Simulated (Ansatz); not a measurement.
A nudged elastic band was laid between two geometries of CH4 + CH4Mg (11 atoms, charge 0, multiplicity 1).

Method: RKS B3LYP/def2-SVP (Ansatz).

```json
{
  "movable images": "3",
  "climbing image": "no",
  "spring": "5.0 eV/Å²",
  "optimiser": "quadratic models (default)",
  "start path": "through a guess of the saddle point",
  "force threshold": "0.03 eV/Å",
  "iteration limit": "60",
  "end points": "relaxed"
}
```

First end point:

```xyz
11
Properties=species:S:1:pos:R:3
Mg 1.441 -0.561 -0.668
H 1.392 -0.750 -2.360
C 1.625 -0.370 1.417
H -1.318 0.237 -1.670
C -1.885 0.534 -0.774
H 2.299 -1.136 1.842
H 2.039 0.613 1.707
H 0.655 -0.473 1.935
H -1.396 1.386 -0.280
H -2.899 0.829 -1.080
H -1.952 -0.309 -0.070
```

Last end point:

```xyz
11
Properties=species:S:1:pos:R:3
Mg -0.141 0.157 0.454
H 1.060 -0.882 -2.135
C 1.687 -0.284 1.398
H 0.349 -0.664 -2.300
C -1.999 0.627 -0.414
H 2.172 -1.182 0.973
H 2.414 0.543 1.306
H 1.559 -0.474 2.480
H -2.711 1.050 0.318
H -1.902 1.370 -1.226
H -2.489 -0.261 -0.854
```

(1) What changes between the two ends?

(2) Give the energies along the band, and the barrier.

(3) What is the geometry of the highest image?

Answers

(1) Bonds broken: Mg1–H2, H4–C5. Bonds formed: Mg1–C5, H2–H4. CH4 + CH4Mg becomes C2H6Mg + H2.

(2) The forces met the threshold. The highest image is number 3 of 0 to 4, 0.65 eV above the first end and 0.11 eV above the last; the last end lies 0.54 eV above the first. No image climbed, so the highest image needn't sit at the top of the path. A band with more images between the same ends climbed to 1.66 eV, so this one has probably stepped over the top. So few images can step over the top or miss a turn of the path. The orbitals stay closed-shell, which can raise the energy where a bond breaks towards radicals; this wasn't checked here.

```
image  path coordinate (Å)  energy (eV)  Mg1–H2 (Å)  H4–C5 (Å)  Mg1–C5 (Å)
    0                 0.00         0.00        1.70       1.10        3.50
    1                 1.57         0.01        1.70       1.10        3.58
    2                 3.14         0.64        1.78       1.15        2.61
    3                 4.72         0.65        2.58       2.50        2.12
    4                 6.29         0.54        3.04       3.28        2.10
```

(3) 
```xyz
11
Properties=species:S:1:pos:R:3
Mg 0.064 0.017 0.220
H 0.732 -0.310 -2.252
C 1.733 -0.344 1.454
H 0.006 -0.114 -2.094
C -1.868 0.435 -0.536
H 1.980 -1.418 1.542
H 2.657 0.177 1.149
H 1.496 0.008 2.475
H -2.389 1.092 0.181
H -1.934 0.941 -1.517
H -2.478 -0.484 -0.621
```

The run took 43 s on 2 threads of Intel(R) Xeon(R) 6975P-C (Granite Rapids), on a shared host, peak memory 0.17 GiB.
